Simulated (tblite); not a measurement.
Species: C5H8N (doublet state).
Z-matrix (Å and degrees, GFN2-xTB geometry), rows numbered from 1:
```
C 
C   1  1.4757
C   2  1.4878  1  121.63
C   3  1.5329  2  113.64  1  -154.03
C   3  1.4530  2  104.01  1    86.27
N   5  1.1453  3  175.52  2     2.43
H   1  1.0904  2  111.31  3    36.88
H   1  1.0983  2  111.37  3   -82.53
H   1  1.0892  2  110.64  3   158.63
H   2  1.0772  1  118.96  3   164.22
H   3  1.0974  2  110.68  1   -29.33
H   4  1.0874  3  109.64  2    62.82
H   4  1.0879  3  110.55  2  -177.04
H   4  1.0877  3  110.38  2   -56.92
```

Calculated harmonic vibrations of the isolated species, GFN2-xTB (tblite), most abundant isotopes, no scaling. The method is semi-empirical: single wavenumbers can be off by several per cent or more. One conformer, not necessarily the lowest. Open shells enter through the occupations alone, without spin polarisation, and single modes of such species can be off by tens of per cent.

Harmonic wavenumbers (cm⁻¹): 59.7, 82.9, 158.2, 182.1, 218.6, 265.5, 396.0, 473.8, 516.1, 546.4, 852.4, 912.0, 986.3, 992.2, 1063.7, 1081.7, 1148.2, 1174.4, 1213.0, 1251.4, 1344.1, 1394.2, 1403.8, 1463.9, 1470.8, 1488.5, 1492.4, 2375.3, 2876.8, 2903.6, 2997.8, 3013.8, 3037.2, 3040.2, 3044.3, 3108.1.

A = 4373, B = 3052, C = 1963 MHz; mass 82.066 u (most abundant isotopes); point group C1, symmetry number 1; spin multiplicity 2.

Question: Zero-point energy?

Answer: Half the sum of the wavenumbers: 25015 cm⁻¹ = 71.52 kcal/mol.

Question: Entropy at 298.15 K, 1 bar (ideal gas, RRHO, classical rotation)?

Answer: Translation 39.16, rotation 26.91, vibration 20.55, spin (R ln 2) 1.38: S = 88.0 cal/(mol K).

Question: And Cp and H(298.15 K) − H(0)?

Answer: Cp = 28.28 cal/(mol K), of which vibrations give 20.33 (their classical limit is 36 R = 71.5); H(298.15 K) − H(0) = 5.58 kcal/mol without the zero-point energy, 3.22 from vibrations.

Question: What must be added to the electronic energy to get the Gibbs energy at 298.15 K and 1 bar?

Answer: ZPE + [H(298.15 K) − H(0)] − T·S = 71.52 + 5.58 − 26.24 = 50.86 kcal/mol.

Question: How do the functions run with temperature in this model?

Answer: 
```json
{"T (K)": "150", "S (cal/(mol K))": "72.0", "Cp (cal/(mol K))": "19.4", "H − H(0) (kcal/mol)": "2.06", "G − H(0) (kcal/mol)": "-8.74", "ln q(vib)": "2.13"}
{"T (K)": "250", "S (cal/(mol K))": "83.3", "Cp (cal/(mol K))": "25.3", "H − H(0) (kcal/mol)": "4.30", "G − H(0) (kcal/mol)": "-16.53", "ln q(vib)": "4.03"}
{"T (K)": "400", "S (cal/(mol K))": "97.2", "Cp (cal/(mol K))": "34.6", "H − H(0) (kcal/mol)": "8.79", "G − H(0) (kcal/mol)": "-30.09", "ln q(vib)": "6.74"}
{"T (K)": "600", "S (cal/(mol K))": "113.3", "Cp (cal/(mol K))": "45.1", "H − H(0) (kcal/mol)": "16.81", "G − H(0) (kcal/mol)": "-51.18", "ln q(vib)": "10.19"}
{"T (K)": "900", "S (cal/(mol K))": "133.8", "Cp (cal/(mol K))": "55.9", "H − H(0) (kcal/mol)": "32.08", "G − H(0) (kcal/mol)": "-88.35", "ln q(vib)": "15.04"}
```

q(vib) and H(0) count from the zero-point level.

Question: Which modes carry the vibrational entropy at 298.15 K?

Answer: 59.7 cm⁻¹: 4.47; 82.9 cm⁻¹: 3.82; 158.2 cm⁻¹: 2.57; 182.1 cm⁻¹: 2.31; 218.6 cm⁻¹: 1.97; 265.5 cm⁻¹: 1.63 cal/(mol K); the other 30 give 3.79 together.

Hindered rotation and anharmonicity are outside this model. Other conformers, if any are populated, would add a mixing term that is left out. The structure is chiral; the term R ln 2 for an equal mix with its mirror image is left out.
